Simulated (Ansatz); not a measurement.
Results of PBE-D4 in Ansatz (plane waves, PAW) for solid chlorine.

Run with plane-wave cutoff 500 eV, 6×6×4 k mesh (along the axes of the cell as run), gaussian smearing 0.02 eV, scalar-relativistic PAW data made under PBE.

Computed at the level's own relaxed cell.

Task: What does this level give for the volume per atom, lattice constant a, lattice parameter b and c axis length?

Result: 
- volume per atom = 27.03 Å³/atom
- lattice constant a = 6.569 Å
- lattice parameter b = 4.068 Å
- c axis length = 8.090 Å

The computed numbers hold no vibrational or temperature effects.

Ansatz is a program for electronic structure.
